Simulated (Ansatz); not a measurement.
# The aluminium atom (doublet): density functionals in cc-pV(D+d)Z, part 2 of 2

Ansatz 0.2.0, Gaussian basis; cc-pV(D+d)Z, all electrons in the functionals, frozen cores in the correlation of double hybrids and RPA. The steps go on from the part before.

## (11) r2SCAN0 (unrestricted)

Contents of in.yaml:

```yaml
crystal:
  periodic: [false, false, false]
  atoms:
    - {symbol: Al, position_ang: [0.000000, 0.000000, 0.000000]}
basis:
  gaussian: {orbitals: "cc-pV(D+d)Z.json"}
magnetization: {spin_polarized: true, initial_magnetization: 1}
hamiltonian: {xc: {name: r2SCAN0}}
```

Run with:

```bash
$ ansatz run in.yaml --threads 1 --pin off --events-out ev --progress --plain --max-ram 2393MiB
```

Log, cut to the lines that bear on the results:

```text
Functional definition: r2SCAN0
  name "r2SCAN0"
  cite "Bursch, Neugebauer, Ehlert & Grimme, J. Chem. Phys. 156, 134105 (2022) doi:10.1063/5.0086040"
  cite "Furness, Kaplan, Ning, Perdew & Sun, J. Phys. Chem. Lett. 11, 8208 (2020) doi:10.1021/acs.jpclett.0c02405"
  cite "Furness, Kaplan, Ning, Perdew & Sun, J. Phys. Chem. Lett. 11, 9248 (2020) doi:10.1021/acs.jpclett.0c03077"
  parent r2scan
[...]
133 factors; integrals over basis functions are off by at most 2.7e-4 eV
[...]
mean field -6594.02596700 eV, -242.3259846961 hartree, gradient 3.2e-5 eV, S^2 0.760356; 0 other end points of the search recorded, 0 dependent functions left out
reference -6594.02597532 eV, -242.3259850016 hartree; 7, 6 occupied and 16, 17 virtual orbitals, 133 factors
Total energy: -6594.02597532 eV, -242.3259850016 hartree
```

Wall time 0.36 s (1 thread of Intel Xeon 6975P-C, shared host).

From the report: ⟨S²⟩ of the determinant 0.760 (pure doublet: 0.75).

## (12) BHLYP (unrestricted)

Changes to in.yaml since step 11:

```diff
@@ -7,2 +7,2 @@
 magnetization: {spin_polarized: true, initial_magnetization: 1}
-hamiltonian: {xc: {name: r2SCAN0}}
+hamiltonian: {xc: {name: BHLYP}}
```

Launched as before.

Log:

```text
Functional definition: BHLYP
  name "BHLYP"
  cite "Becke, J. Chem. Phys. 98, 1372 (1993) doi:10.1063/1.464304"
  cite "Becke, Phys. Rev. A 38, 3098 (1988) doi:10.1103/PhysRevA.38.3098"
  cite "Lee, Yang & Parr, Phys. Rev. B 37, 785 (1988) doi:10.1103/PhysRevB.37.785"
  parameter a = 0.5
  exchange = (1 - a)*b88_x + a*exact_x
  correlation = lyp_c
133 factors; integrals over basis functions are off by at most 2.7e-4 eV
mean field evaluation 1: about -6595.0809 eV, gradient 1.7e0 eV
mean field evaluation 2: about -6595.1342 eV, gradient 5.2e-1 eV
mean field evaluation 4: about -6595.1332 eV, gradient 5.1e-1 eV
mean field evaluation 8: about -6595.1390 eV, gradient 1.8e-3 eV
mean field -6595.13900043 eV, -242.3668879202 hartree, gradient 1.8e-5 eV, S^2 0.755894; 0 other end points of the search recorded, 0 dependent functions left out
reference -6595.13909781 eV, -242.3668914986 hartree; 7, 6 occupied and 16, 17 virtual orbitals, 133 factors
Total energy: -6595.13909781 eV, -242.3668914986 hartree
```

It took 0.15 s on 1 thread of Intel Xeon 6975P-C, shared host.

From the report: ⟨S²⟩ of the determinant 0.756 (pure doublet: 0.75).

## (13) CAM-B3LYP (unrestricted)

Changes to in.yaml since step 12:

```diff
@@ -7,2 +7,2 @@
 magnetization: {spin_polarized: true, initial_magnetization: 1}
-hamiltonian: {xc: {name: BHLYP}}
+hamiltonian: {xc: {name: CAM-B3LYP}}
```

The command is unchanged.

Log, cut to the lines that bear on the results:

```text
Functional definition: CAM-B3LYP
  name "CAM-B3LYP"
  cite "Yanai, Tew & Handy, Chem. Phys. Lett. 393, 51 (2004) doi:10.1016/j.cplett.2004.06.011"
  cite "Iikura, Tsuneda, Yanai & Hirao, J. Chem. Phys. 115, 3540 (2001) doi:10.1063/1.1383587"
  cite "Becke, Phys. Rev. A 38, 3098 (1988) doi:10.1103/PhysRevA.38.3098"
  cite "Lee, Yang & Parr, Phys. Rev. B 37, 785 (1988) doi:10.1103/PhysRevB.37.785"
  cite "Vosko, Wilk & Nusair, Can. J. Phys. 58, 1200 (1980) doi:10.1139/p80-159"
[...]
  # Exact exchange under (alpha + beta erf(omega r))/r, Becke's under what is left of 1/r.
[...]
133 factors; integrals over basis functions are off by at most 2.7e-4 eV
55 factors; integrals over basis functions are off by at most 3.6e-5 eV
[...]
mean field -6595.03423176 eV, -242.3630377423 hartree, gradient 3.2e-5 eV, S^2 0.755010; 0 other end points of the search recorded, 0 dependent functions left out
reference -6595.03430122 eV, -242.3630402951 hartree; 7, 6 occupied and 16, 17 virtual orbitals, 133 factors
Total energy: -6595.03430122 eV, -242.3630402951 hartree
```

It took 0.21 s on 1 thread of Intel Xeon 6975P-C, shared host.

From the report: ⟨S²⟩ of the determinant 0.755 (pure doublet: 0.75).

## (14) wB97X-V (unrestricted)

Changes to in.yaml since step 13:

```diff
@@ -7,2 +7,2 @@
 magnetization: {spin_polarized: true, initial_magnetization: 1}
-hamiltonian: {xc: {name: CAM-B3LYP}}
+hamiltonian: {xc: {name: wB97X-V}}
```

Launched as before.

Log, cut to the lines that bear on the results:

```text
Functional definition: wB97X-V
  name "wB97X-V"
  cite "Mardirossian & Head-Gordon, Phys. Chem. Chem. Phys. 16, 9904 (2014) doi:10.1039/C3CP54374A"
  cite "Becke, J. Chem. Phys. 107, 8554 (1997) doi:10.1063/1.475007"
  cite "Vydrov & Van Voorhis, J. Chem. Phys. 133, 244103 (2010) doi:10.1063/1.3521275"
[...]
      + integral(e_c_pw_opposite_spin*poly(b97_u_opposite, cos0, cos1)) + vv10(b, c)
133 factors; integrals over basis functions are off by at most 2.7e-4 eV
55 factors; integrals over basis functions are off by at most 2.1e-5 eV
[...]
mean field -6593.70716356 eV, -242.3142688856 hartree, gradient 4.4e-6 eV, S^2 0.754439; 0 other end points of the search recorded, 0 dependent functions left out
reference -6593.70716418 eV, -242.3142689082 hartree; 7, 6 occupied and 16, 17 virtual orbitals, 133 factors
Total energy: -6593.70716418 eV, -242.3142689082 hartree
```

Run time: 0.48 s. Hardware: 1 thread of Intel Xeon 6975P-C, shared host.

From the report: ⟨S²⟩ of the determinant 0.754 (pure doublet: 0.75).

## (15) wB97M-V (unrestricted)

Changes to in.yaml since step 14:

```diff
@@ -7,2 +7,3 @@
 magnetization: {spin_polarized: true, initial_magnetization: 1}
-hamiltonian: {xc: {name: wB97X-V}}
+hamiltonian: {xc: {name: wB97M-V}}
+output: {orbitals: {seedname: orbitals}}
```

The command is unchanged.

Log, cut to the lines that bear on the results:

```text
Functional definition: wB97M-V
  name "wB97M-V"
  cite "Mardirossian & Head-Gordon, J. Chem. Phys. 144, 214110 (2016) doi:10.1063/1.4952647"
  cite "Becke, J. Chem. Phys. 107, 8554 (1997) doi:10.1063/1.475007"
  cite "Vydrov & Van Voorhis, J. Chem. Phys. 133, 244103 (2010) doi:10.1063/1.3521275"
  # Of w^i u^j: cxij and so on, Table III.
[...]
  gx(w, u) = 1 - cx + cx01*u + cx10*w
  gss(w, u) = css00 + css04*u^4 + css10*w + css20*w^2 + css43*w^4*u^3
  gos(w, u) = cos00 + cos10*w + (cos20 + cos21*u)*w^2 + (cos60 + cos61*u)*w^6
[...]
      + integral(e_c_pw_mod_opposite_spin*gos(b97_w_opposite, b97_u_opposite)) + vv10(b, c)
133 factors; integrals over basis functions are off by at most 2.7e-4 eV
55 factors; integrals over basis functions are off by at most 2.1e-5 eV
[...]
mean field -6594.57280105 eV, -242.3460804767 hartree, gradient 3.1e-5 eV, S^2 0.750614; 0 other end points of the search recorded, 0 dependent functions left out
reference -6594.57282540 eV, -242.3460813713 hartree; 7, 6 occupied and 16, 17 virtual orbitals, 133 factors
Total energy: -6594.57282540 eV, -242.3460813713 hartree
```

Wall time 0.51 s (1 thread of Intel Xeon 6975P-C, shared host).

From the report: ⟨S²⟩ of the determinant 0.751 (pure doublet: 0.75).

## (16) HSE06 (unrestricted)

Changes to in.yaml since step 15:

```diff
@@ -7,3 +7,2 @@
 magnetization: {spin_polarized: true, initial_magnetization: 1}
-hamiltonian: {xc: {name: wB97M-V}}
-output: {orbitals: {seedname: orbitals}}
+hamiltonian: {xc: {name: HSE06}}
```

Same command.

Log, cut to the lines that bear on the results:

```text
Functional definition: HSE06
  name "HSE06"
  cite "Heyd, Scuseria & Ernzerhof, J. Chem. Phys. 118, 8207 (2003) doi:10.1063/1.1564060"
  cite "Krukau, Vydrov, Izmaylov & Scuseria, J. Chem. Phys. 125, 224106 (2006) doi:10.1063/1.2404663"
  cite "Heyd & Scuseria, J. Chem. Phys. 120, 7274 (2004) doi:10.1063/1.1668634"
  cite "Ernzerhof & Perdew, J. Chem. Phys. 109, 3313 (1998) doi:10.1063/1.476928"
  cite "Perdew, Burke & Ernzerhof, Phys. Rev. Lett. 77, 3865 (1996) doi:10.1103/PhysRevLett.77.3865"
  parent pbe
[...]
  # The whole range is PBE's own exchange, as in plane waves. The composition of these papers is wPBEh.
[...]
133 factors; integrals over basis functions are off by at most 2.7e-4 eV
20 factors; integrals over basis functions are off by at most 4.9e-5 eV
[...]
mean field -6591.69464291 eV, -242.2403101158 hartree, gradient 1.5e-5 eV, S^2 0.755966; 1 other end points of the search recorded, 0 dependent functions left out
reference -6591.69466734 eV, -242.2403110138 hartree; 7, 6 occupied and 16, 17 virtual orbitals, 133 factors
Total energy: -6591.69466734 eV, -242.2403110138 hartree
```

Wall time 0.36 s (1 thread of Intel Xeon 6975P-C, shared host).

From the report: ⟨S²⟩ of the determinant 0.756 (pure doublet: 0.75).

## (17) B2PLYP (unrestricted)

Changes to in.yaml since step 16:

```diff
@@ -7,2 +7,3 @@
 magnetization: {spin_polarized: true, initial_magnetization: 1}
-hamiltonian: {xc: {name: HSE06}}
+hamiltonian: {xc: {name: B2PLYP}}
+correlation: {electrons: outside_noble_gas}
```

The command is unchanged.

Log, cut to the lines that bear on the results:

```text
Functional definition: B2PLYP
  name "B2PLYP"
  cite "Grimme, J. Chem. Phys. 124, 034108 (2006) doi:10.1063/1.2148954"
  cite "Becke, Phys. Rev. A 38, 3098 (1988) doi:10.1103/PhysRevA.38.3098"
  cite "Lee, Yang & Parr, Phys. Rev. B 37, 785 (1988) doi:10.1103/PhysRevB.37.785"
[...]
133 factors; integrals over basis functions are off by at most 2.7e-4 eV
[...]
mean field -6591.50502005 eV, -242.2333416043 hartree, gradient 3.9e-6 eV, S^2 0.757350; 0 other end points of the search recorded, 0 dependent functions left out
5 core orbitals not correlated: weight in the atoms' cores, before any rotation towards them, 1.000 or more for the frozen orbitals, at most 0.000 for the correlated occupied ones
reference -6591.50511141 eV, -242.2333449616 hartree; 2, 1 occupied and 16, 17 virtual orbitals, 133 factors
second order -1.13053979 eV of doubles, -0.00000000 eV of singles
Total energy: -6591.81035715 eV, -242.2445625357 hartree
```

Run time: 0.18 s. Hardware: 1 thread of Intel Xeon 6975P-C, shared host.

From the report: ⟨S²⟩ of the determinant 0.757 (pure doublet: 0.75).

## (18) PBE-QIDH (unrestricted)

Changes to in.yaml since step 17:

```diff
@@ -7,3 +7,3 @@
 magnetization: {spin_polarized: true, initial_magnetization: 1}
-hamiltonian: {xc: {name: B2PLYP}}
+hamiltonian: {xc: {name: PBE-QIDH}}
 correlation: {electrons: outside_noble_gas}
```

The command is unchanged.

Log, cut to the lines that bear on the results:

```text
Functional definition: PBE-QIDH
  name "PBE-QIDH"
  cite "Brémond, Sancho-García, Pérez-Jiménez & Adamo, J. Chem. Phys. 141, 031101 (2014) doi:10.1063/1.4890314"
  cite "Perdew, Burke & Ernzerhof, Phys. Rev. Lett. 77, 3865 (1996) doi:10.1103/PhysRevLett.77.3865"
[...]
133 factors; integrals over basis functions are off by at most 2.7e-4 eV
[...]
mean field -6588.97649410 eV, -242.1404199896 hartree, gradient 3.6e-6 eV, S^2 0.760043; 0 other end points of the search recorded, 0 dependent functions left out
5 core orbitals not correlated: weight in the atoms' cores, before any rotation towards them, 1.000 or more for the frozen orbitals, at most 0.000 for the correlated occupied ones
reference -6588.97650156 eV, -242.1404202637 hartree; 2, 1 occupied and 16, 17 virtual orbitals, 133 factors
second order -1.01279963 eV of doubles, -0.00000000 eV of singles
Total energy: -6589.31410144 eV, -242.1528268304 hartree
```

Run time: 0.18 s. Hardware: 1 thread of Intel Xeon 6975P-C, shared host.

From the report: ⟨S²⟩ of the determinant 0.760 (pure doublet: 0.75).

## (19) RPA-PBE

Changes to in.yaml since step 18:

```diff
@@ -7,3 +7,3 @@
 magnetization: {spin_polarized: true, initial_magnetization: 1}
-hamiltonian: {xc: {name: PBE-QIDH}}
-correlation: {electrons: outside_noble_gas}
+hamiltonian: {xc: {name: PBE}}
+correlation: {method: rpa, electrons: outside_noble_gas}
```

Same command.

Log, cut to the lines that bear on the results:

```text
Functional definition: PBE
  name "PBE"
  cite "Perdew, Burke & Ernzerhof, Phys. Rev. Lett. 77, 3865 (1996) doi:10.1103/PhysRevLett.77.3865"
  parent pbe
[...]
133 factors; integrals over basis functions are off by at most 2.7e-4 eV
[...]
mean field -6591.21679137 eV, -242.2227493956 hartree, gradient 5.9e-7 eV, S^2 0.754621; 5 other end points of the search recorded, 0 dependent functions left out
5 core orbitals not correlated: weight in the atoms' cores, before any rotation towards them, 1.000 or more for the frozen orbitals, at most 0.000 for the correlated occupied ones
reference -6581.61521567 eV, -241.8698979967 hartree; 2, 1 occupied and 16, 17 virtual orbitals, 133 factors
Total energy: -6584.01418074 eV, -241.9580583372 hartree
```

Run time: 0.51 s. Hardware: 1 thread of Intel Xeon 6975P-C, shared host.

From the report: ⟨S²⟩ of the determinant 0.755 (pure doublet: 0.75).

## (20) Side by side

```
functional  energy (eV)   ⟨S²⟩    time
     SPW92   -6566.0702  0.752  0.12 s
       PBE   -6591.2168  0.755  0.24 s
      BLYP   -6595.1631  0.753  0.21 s
    revPBE   -6593.5949  0.755  0.24 s
    r2SCAN   -6594.0638  0.760   1.4 s
    B97M-V   -6593.2160  0.753  0.81 s
      PBE0   -6591.8567  0.756  0.18 s
     B3LYP   -6595.5748  0.754   0.3 s
   r2SCANh   -6594.0481  0.760  0.78 s
   r2SCAN0   -6594.0260  0.760  0.36 s
     BHLYP   -6595.1391  0.756  0.15 s
 CAM-B3LYP   -6595.0343  0.755  0.21 s
   wB97X-V   -6593.7072  0.754  0.48 s
   wB97M-V   -6594.5728  0.751  0.51 s
     HSE06   -6591.6947  0.756  0.36 s
    B2PLYP   -6591.8104  0.757  0.18 s
  PBE-QIDH   -6589.3141  0.760  0.18 s
   RPA-PBE   -6584.0142  0.755  0.51 s
```

Orbital levels of the runs that wrote orbitals: PBE HOMO -3.04, LUMO -2.71 eV; PBE0 HOMO -3.88, LUMO -1.96 eV; wB97M-V HOMO -5.12, LUMO -0.12 eV.

## (21) Results

The summary covers parts 1 to 2.

```
                quantity                       value
spread of total energies                     29.5 eV
       quickest, slowest  SPW92 0.12 s, r2SCAN 1.4 s
```

What this shows: Total energies of different functionals can't be ranked; only differences within one functional count. These atomic energies are the zero for atomisation energies at the same level.
